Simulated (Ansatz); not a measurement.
# C₆H₁₄O: one species, many methods

One table from this session's results is given with a row withheld; the runs are named, their logs left out.

Method: functionals in def2-TZVPP, the program's frozen cores in correlated methods; program: Ansatz 0.2.0, Gaussian basis.

Plan: LDA (SPW92), PBE-D4, revPBE-D4, BLYP-D4, r2SCAN-D4, B97M-V, PBE0-D4, B3LYP-D4, r2SCANh-D4, r2SCAN0-D4, HSE06-D4, BHLYP-D4, CAM-B3LYP-D4, LC-ωPBE, ωB97X-V, ωB97M-V, B2PLYP, PBE-QIDH; CCSD(T)/def2-SVP; CCSD(T)/def2-TZVPP; MP2/def2-QZVPP; extrapolation to the limit; RPA on PBE.

## The geometry

All runs share one geometry, relaxed beforehand with PBE0-D4 in a triple-zeta def2 set.

SMILES `CC(C)C(C)(C)O`, 21 atoms, charge 0, spin multiplicity 1.

Atoms are counted from 1 here; the program's logs count them from 0.

Bond lengths: C1–C2 1.523 Å, C1–H8 1.093 Å, C1–H9 1.091 Å, C1–H10 1.094 Å, C2–C3 1.522 Å, C2–C4 1.545 Å, C2–H11 1.101 Å, C3–H12 1.093 Å, C3–H13 1.093 Å, C3–H14 1.091 Å, C4–C5 1.523 Å, C4–C6 1.518 Å, C4–O7 1.428 Å, C5–H15 1.095 Å, C5–H16 1.091 Å, C5–H17 1.092 Å, C6–H18 1.091 Å, C6–H19 1.092 Å and more. Angles: C2–C1–H8 110.1°, C2–C1–H9 112.6°, C2–C1–H10 111.2°, H8–C1–H9 107.5°, H8–C1–H10 107.1°, H9–C1–H10 108.1°, C1–C2–C3 110.4°, C1–C2–C4 113.9°, C1–C2–H11 107.3°, C3–C2–C4 112.4°, C3–C2–H11 107.6°, C4–C2–H11 104.9°, C2–C3–H12 110.4°, C2–C3–H13 111.2°, C2–C3–H14 111.3°, H12–C3–H13 107.2°, H12–C3–H14 108.4°, H13–C3–H14 108.2° and more.

The first run:

Input file in.yaml:

```yaml
crystal:
  periodic: [false, false, false]
  atoms:
    - {symbol: C, position_ang: [0.208300, -1.633910, -0.811687]}
    - {symbol: C, position_ang: [0.769191, -0.378000, -0.158034]}
    - {symbol: C, position_ang: [1.565060, 0.435010, -1.169576]}
    - {symbol: C, position_ang: [-0.291077, 0.472928, 0.575896]}
    - {symbol: C, position_ang: [-1.042096, -0.357299, 1.609153]}
    - {symbol: C, position_ang: [-1.271298, 1.142354, -0.370003]}
    - {symbol: O, position_ang: [0.366745, 1.550066, 1.243918]}
    - {symbol: H, position_ang: [1.010132, -2.192154, -1.301167]}
    - {symbol: H, position_ang: [-0.266446, -2.304000, -0.093267]}
    - {symbol: H, position_ang: [-0.527410, -1.384979, -1.581611]}
    - {symbol: H, position_ang: [1.465624, -0.703012, 0.630135]}
    - {symbol: H, position_ang: [2.441377, -0.125843, -1.503607]}
    - {symbol: H, position_ang: [0.965610, 0.657668, -2.056505]}
    - {symbol: H, position_ang: [1.903110, 1.379485, -0.741458]}
    - {symbol: H, position_ang: [-0.344446, -0.887707, 2.266184]}
    - {symbol: H, position_ang: [-1.694670, -1.098633, 1.145153]}
    - {symbol: H, position_ang: [-1.657495, 0.302805, 2.223260]}
    - {symbol: H, position_ang: [-1.811963, 0.405599, -0.966260]}
    - {symbol: H, position_ang: [-1.998337, 1.718294, 0.205504]}
    - {symbol: H, position_ang: [-0.755064, 1.829004, -1.041472]}
    - {symbol: H, position_ang: [0.965153, 1.172322, 1.895431]}
basis:
  gaussian: {orbitals: def2-TZVPP}
hamiltonian: {xc: lda}
output: {orbitals: {seedname: orbitals}}
```

Command:

```bash
ansatz run in.yaml --threads 2 --pin off --events-out ev --progress --plain --max-ram 32768MiB --backend cuda --devices 0, --max-vram 18GiB
```

Steps of the session up to this table: LDA; PBE-D4 (GGA); revPBE-D4 (GGA); BLYP-D4 (GGA); r2SCAN-D4 (meta-GGA); B97M-V (meta-GGA); B3LYP-D4 (hybrid); r2SCANh-D4 (hybrid); r2SCAN0-D4 (hybrid); HSE06-D4 (hybrid); BHLYP-D4 (hybrid); CAM-B3LYP-D4 (range-separated); LC-ωPBE (range-separated); ωB97X-V (range-separated); ωB97M-V (range-separated); B2PLYP (double hybrid); PBE-QIDH (double hybrid).

One table of the session follows, with a row left open; its other results are not shown here.

It belongs to the step «Frontier levels by functional». 

| functional | HOMO (eV) | LUMO (eV) | gap (eV) |
| --- | --- | --- | --- |
| LDA (SPW92) | -6.22 | -0.13 | 6.08 |
| PBE-D4 | -6.05 | 0.07 | 6.11 |
| revPBE-D4 | -5.97 | 0.17 | 6.14 |
| BLYP-D4 | -5.97 | 0.06 | 6.03 |
| r2SCAN-D4 | -6.36 | 0.74 | 7.11 |
| B97M-V | ? | ? | ? |
| PBE0-D4 | -7.64 | 0.88 | 8.52 |
| B3LYP-D4 | -7.41 | 0.55 | 7.95 |
| r2SCANh-D4 | -6.96 | 0.98 | 7.95 |
| r2SCAN0-D4 | -7.86 | 1.32 | 9.18 |
| HSE06-D4 | -7.23 | 0.51 | 7.74 |
| BHLYP-D4 | -9.15 | 1.49 | 10.64 |
| CAM-B3LYP-D4 | -9.11 | 1.64 | 10.75 |
| LC-ωPBE | -10.42 | 2.94 | 13.35 |
| ωB97X-V | -10.11 | 2.71 | 12.82 |
| ωB97M-V | -10.05 | 2.29 | 12.34 |

Q: Estimate the row for B97M-V from the others.

As computed: HOMO (eV): -6.56; LUMO (eV): 0.19; gap (eV): 6.75. In the column «HOMO (eV)» it lies between r2SCANh-D4 (-6.96) and r2SCAN-D4 (-6.36).
